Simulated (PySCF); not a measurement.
A structure optimised at GFN2-xTB (Å):
```
N 
C   1  1.4960
C   2  1.5359  1  109.40
C   3  1.5367  2   88.31  1    90.72
F   4  1.3812  3  109.20  2   -90.48
C   2  1.5359  1  109.40  3    95.32
H   1  1.0366  2  107.44  3   -47.66
H   1  1.0278  2  111.47  3  -166.66
H   1  1.0278  2  111.45  3    71.35
H   2  1.0894  1  109.68  3  -132.33
H   3  1.0879  2  117.46  1   -28.10
H   3  1.0856  2  112.54  1  -156.16
H   4  1.0873  3  120.52  2   144.26
H   6  1.0855  2  112.54  1   156.17
H   6  1.0879  2  117.46  1    28.11
```
Z-matrix in Å and degrees, rows numbered from 1.

Charge +1, singlet.

Task: Which heavy atoms are bonded, and with what formal order?

Result: N1–C2 (single); C2–C3 (single); C3–C4 (single); C4–F5 (single); C4–C6 (single); C2–C6 (single). Hydrogens: H7, H8, H9 on N1; H10 on C2; H11, H12 on C3; H13 on C4; H14, H15 on C6.

Task: Give the structure as a SMILES string.

Result: `[NH3+][C@H]1C[C@@H](F)C1`, [C4H9FN]+. Among its features: C–F bond and cyclobutane ring.

Task: What is the point group of this geometry?

Result: Cs (every atom within 0.08 Å of its image).

Task: Which rings does it hold (smallest set)?

Result: C2–C3–C4–C6 (4 members, 0.13 Å rms from planarity).

Task: Classify the heavy atoms.

Result: N1: ammonium nitrogen; C2: sp3 carbon bound to nitrogen; C3/C6: four-membered-ring carbon; C4: sp3 C–F carbon; F5: alkyl fluorine.

Task: What is the arrangement about N1?

Result: It has 4 neighbours (C2, H7, H8, H9) and is tetrahedral (angles from 107.4° to 111.5°).

Task: What is the arrangement about C4?

Result: It has 4 neighbours (C3, F5, C6, H13) and has angles from 88.3° to 120.5°.

All values are computed, not measured.
